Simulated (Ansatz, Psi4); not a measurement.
Process, species as SMILES: [CH3] (CH3) → [CH3-] (an electron is taken up)

Quantity: adiabatic electron affinity (0 K, with zero-point energies), in eV. Positive where the reaction releases energy. Conventions: 6-31G* and kin with 6d, 5d where marked; open shells spin-unrestricted; valence correlation only; non-relativistic; no dispersion term unless named; 6-311+G** with 5d; spin-orbit terms left out. Basis-set limits of correlation are two-point, X^-3; Hartree-Fock from the larger set. Ab initio and DFT rows: single points at B3LYP-D3(BJ) geometries (Ansatz, a program for electronic structure), with unscaled harmonic terms from B3LYP/6-31G* at its own minima. Anions need diffuse functions, which STO-3G, LANL2DZ, def2-SVP, cc-pVDZ and Pople sets without + lack.

Coupled cluster (Ansatz) is a level with limits of its own, used here on species with T1 under 0.025 (0.045 for open shells) and stable references: CCSD(T)/CBS(aug-cc-pVTZ,aug-cc-pVQZ).

Value to compare with, CCSD(T)/CBS(aug-cc-pVTZ,aug-cc-pVQZ) (Ansatz): 0.06 eV.

```tsv
level	program	adiabatic electron affinity (0 K, with zero-point energies) (eV)	difference
B3LYP/STO-3G	Ansatz	-5.30	-5.36
B3LYP/6-31G	Ansatz	-1.46	-1.52
B3LYP/def2-SVP	Ansatz	-0.83	-0.89
PBE0/6-31G*	Ansatz	-1.34	-1.40
wB97X-D/6-311+G**	Psi4	-0.01	-0.07
MP2/6-31G*	Ansatz	-1.76	-1.82
B3LYP/def2-TZVPD	Ansatz	-0.06	-0.12
wB97X-V/def2-TZVPD	Ansatz	-0.13	-0.19
```

Among the 6 habitual levels, B3LYP/STO-3G lies farthest from CCSD(T)/CBS(aug-cc-pVTZ,aug-cc-pVQZ) (Ansatz) (-5.36 eV) and wB97X-D/6-311+G** nearest (-0.07); 0 of 6 lie above it, and their mean absolute difference is 1.84 eV, the median 1.46. One case shows no general order.

The levels are drawn from those run, B3LYP/6-31G* more often than the rest, none by its result; runs whose electronic state is in doubt are left out.
